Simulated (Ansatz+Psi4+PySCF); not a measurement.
The numbers below are computed, except where a source is named.
```xyz
3

O     0.0367    1.1135    0.0000
H    -0.9175    1.3289    0.0000
Cl    0.0367   -0.6022    0.0000
```

Basis set: cc-pVTZ on H, O; cc-pV(T+d)Z on Cl (spherical functions). Left uncorrelated: 6 orbitals. Charge 0, multiplicity 1.

Starred EOM-CCSD(T)(a) on the restricted Hartree–Fock determinant with PySCF 2.14.0; the energies are vertical.

Problem. The solver was asked for the few lowest roots only. Give the ionization energies of singlet HClO among them whose weight of singles is over 0.7.

Solution.

```csv
root,energy (eV),weight of singles
1,11.09,0.96
2,12.07,0.96
3,14.39,0.94
```

Higher main lines weren't sought.
